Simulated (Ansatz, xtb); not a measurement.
**Two isomers of AlH5N2**

Structure I: the triplet with the links of `[NH2][AlH][NH2]`. Structure II: `N[NH][AlH2]`, a singlet. Both are isolated molecules in the gas phase, relaxed with PBE0-D4/def2-SVP; the shapes shown needn't be the lowest conformers.

I (Å):

```xyz
8

Al    2.3273   -1.3880   -1.2536
N     2.0961   -1.4809   -3.1500
N     0.4161   -1.4427   -1.3091
H     1.7676   -0.6783   -3.6890
H     1.8178   -2.3337   -3.6336
H     2.7983    0.0955   -0.8550
H    -0.1343   -0.6354   -1.6054
H    -0.1081   -2.2901   -1.5228
```

II (Å):

```yaml
atoms:
  - { symbol: Al, position_ang: [0.5462, -0.6606, -1.1994] }
  - { symbol: N, position_ang: [2.3728, -1.8258, -3.1171] }
  - { symbol: N, position_ang: [1.1470, -1.8193, -2.4144] }
  - { symbol: H, position_ang: [3.1520, -1.8589, -2.4616] }
  - { symbol: H, position_ang: [2.4746, -0.9645, -3.6517] }
  - { symbol: H, position_ang: [0.5917, -2.6211, -2.7021] }
  - { symbol: H, position_ang: [1.4978, 0.5553, -0.8257] }
  - { symbol: H, position_ang: [-0.8913, -0.9330, -0.5856] }
```

Which of the two would you expect CCSD(T)/def2-TZVP electronic energies to favour?

Structure II; the calculation gives E(II) − E(I) = −20.8 kcal/mol.

Level by level:

| level | geometry | E(II) − E(I) (kcal/mol) | departure from the last row (kcal/mol) | job, with rough time for the two |
| --- | --- | --- | --- | --- |
| PBE0-D4/def2-SVP | PBE0-D4/def2-SVP | −16.9 | +3.9 | optimisation, 31 s |
| HF/def2-TZVP | PBE0-D4/def2-SVP | −10.5 | +10.3 | part of the CCSD(T) run |
| MP2/def2-TZVP | PBE0-D4/def2-SVP | −25.9 | −5.1 | part of the CCSD(T) run |
| CCSD(T)/def2-TZVP | PBE0-D4/def2-SVP | −20.8 |  | single point, 23 s |

As drawn, II has 1 N–N, 1 Al–H in place of 1 Al–N, 1 N–H.

The levels shown agree on the order. The largest departure from CCSD(T)/def2-TZVP is that of HF/def2-TZVP, 10.3 kcal/mol. At CCSD(T)/def2-TZVP a singlet with the links of I lies below this triplet. Levels run at GFN2-xTB geometries aren't shown.

With harmonic frequencies from PBE0-D4/def2-SVP (ideal gas, rigid rotor, one conformer each, 298.15 K, 1 atm): the zero-point term adds +0.3 kcal/mol; ΔH is −20.7 and ΔG −19.9 kcal/mol.

Open shells are spin-unrestricted. The correlated steps freeze 7 core orbitals. ΔG holds the spin degeneracy. Codes used: Ansatz 0.2.0; the last row on 2 threads of Intel(R) Xeon(R) 6975P-C (Granite Rapids) on a shared host.
